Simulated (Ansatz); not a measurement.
# B2H2 (singlet): wave-function methods side by side at distance B1–B2 = 1.612 Å, 6-31G

The task here is to estimate one member of a computed series from the others.

The runs use Ansatz 0.2.0, Gaussian basis; 6-31G, core rule «outside noble gas», up to 2 orbitals frozen.

The runs, in order: UHF; CCSD(T) on RHF; CCSD(T) on UHF; BCCD(T) on RHF; CISD; CCSDT(Q) on RHF; CCSDT(Q) on UHF; CCSDTQ on RHF; CCSDTQ on UHF; CASSCF and MRCISD+Q, 2 electrons in 2 orbitals; CASSCF and NEVPT2, 2 electrons in 2 orbitals; CASSCF and MRCISD+Q, 8 electrons in 10 orbitals; CASSCF and NEVPT2, 8 electrons in 10 orbitals; Full CI.

## What is computed

The geometry derives from a PBE0/def2-TZVP stationary point (not a proven minimum). One bond is set to the value named and the two fragments are kept rigid.

4 atoms, charge 0, spin multiplicity 1.

Atoms are counted from 1 here; the program's logs count them from 0.

Bond lengths: B1–B2 1.612 Å, B1–H3 1.199 Å, B1–H4 1.199 Å. Angles: B2–B1–H3 121.3°, B2–B1–H4 121.3°, H3–B1–H4 117.3°.

Set-up of the first run:

File in.yaml:

```yaml
crystal:
  periodic: [false, false, false]
  atoms:
    - {symbol: B, position_ang: [0.000000, 0.000000, 0.684085]}
    - {symbol: B, position_ang: [0.000000, 0.000000, -0.927915]}
    - {symbol: H, position_ang: [0.000000, 1.023985, 1.307641]}
    - {symbol: H, position_ang: [0.000000, -1.023985, 1.307641]}
basis:
  gaussian: {orbitals: 6-31G}
magnetization: {spin_polarized: true, initial_magnetization: 0}
hamiltonian: {xc: hf}
output: {orbitals: {seedname: orbitals}}
```

Run with:

```bash
ansatz run in.yaml --threads 1 --pin off --events-out ev --progress --plain --max-ram 4096MiB --backend cpu
```

Among the steps run: UHF; CCSD(T) on RHF; CCSD(T) on UHF; BCCD(T) on RHF; CISD; CCSDT(Q) on RHF; CCSDT(Q) on UHF; CCSDTQ on RHF; CCSDTQ on UHF; CASSCF and MRCISD+Q, 2 electrons in 2 orbitals; CASSCF and NEVPT2, 2 electrons in 2 orbitals; CASSCF and MRCISD+Q, 8 electrons in 10 orbitals; CASSCF and NEVPT2, 8 electrons in 10 orbitals; Full CI.

One of the session's tables, all rows but one given; the rest of the session is left out.

| method | from FCI (kcal/mol) |
| --- | --- |
| RHF | +75.44 |
| RMP2 | +24.25 |
| CISD | +7.11 |
| RCCSD | +2.32 |
| RCCSD(T) | +0.81 |
| BCCD(T) | +0.80 |
| RCCSDT | +0.21 |
| RCCSDT(Q) | +0.09 |
| RCCSDTQ | +0.01 |
| CASSCF pair | +63.89 |
| NEVPT2 pair | +20.40 |
| MRCISD pair | +4.83 |
| MRCISD+Q pair | +0.42 |
| CASSCF valence | +21.07 |
| NEVPT2 valence | +5.94 |
| MRCISD valence | ? |
| MRCISD+Q valence | +0.11 |
| FCI | 0 |

**Question.** Estimate the row for MRCISD valence.

As computed: from FCI (kcal/mol): +0.52. In the column «from FCI (kcal/mol)» it lies between MRCISD+Q pair (+0.42) and BCCD(T) (+0.80).

Limits of these values: Left out of the table: UHF, UMP2, UCCSD, UCCSD(T), UCCSDT, UCCSDT(Q), UCCSDTQ (another determinant or state than the rows shown).
